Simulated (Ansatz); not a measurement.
# [CH3···H···Si], triplet along the distance C1-H5

Starting geometry:

```
atom    x (Å)    y (Å)    z (Å)
   C  -1.8495   0.0000   0.0000
   H  -2.2127   1.0273   0.0000
   H  -2.2127  -0.5137   0.8897
   H  -2.2127  -0.5137  -0.8897
   H  -0.7599   0.0000   0.0000
  Si   1.0565   0.0000   0.0000
```

From there H5 is moved from one fragment to the other while all else, the fragments' distance too, stays fixed; atoms are numbered as listed. Energies are in eV, counted from the starting geometry at the same level. Kohn–Sham curves are unrestricted where that lies lower.

Basis cc-pVDZ; Ansatz 0.2.0. Only valence electrons are correlated (noble-gas cores frozen). Prefix R: restricted or restricted open-shell reference; prefix U: unrestricted.

Unrestricted rows (U, and Kohn–Sham where it breaks symmetry) aren't spin-pure: their determinants' ⟨S²⟩ exceeds S(S+1) by up to 0.20, so they mix in states of higher spin. For open shells CISD is restricted-active-space CI with the open shells as a complete middle space.

Full CI isn't at hand for all of this; UCCSDT(Q) serves as the reference, and is uncertain by about the last step of the cluster series. The frozen core follows each run's orbitals, which can shift R against U totals by a few meV.

```
distance C1-H5 (Å)  UCCSDT(Q)  curve A  curve B  curve C  curve D
             1.013      0.126    0.170    0.126    0.106    0.116
             1.090      0.000    0.000    0.000    0.000    0.000
             1.143      0.051    0.016    0.051    0.067    0.059
             1.197      0.185    0.114    0.186    0.220    0.203
             1.251      0.385    0.276    0.386    0.440    0.413
             1.305      0.635    0.490    0.638    0.714    0.676
             1.358      0.923    0.744    0.926    1.028    0.978
             1.412      1.255    1.046    1.260    1.392    1.327
             1.466      1.627    1.394    1.634    1.802    1.719
```

(1) The curves come from CISD, PBE, RCCSD, UCCSDT. Compare each with UCCSDT(Q) and say which is which.

In so small a basis the reference is far from its limit while semilocal and hybrid functionals are nearer theirs, so the functionals' errors here hold much of the reference's basis and frozen-core error, which can add to them or hide them.

Answers

(1) A: PBE, B: UCCSDT, C: CISD, D: RCCSD. Spread of the error against UCCSDT(Q), over the points where both stand: A 0.277, B 0.007, C 0.195, D 0.102 eV.
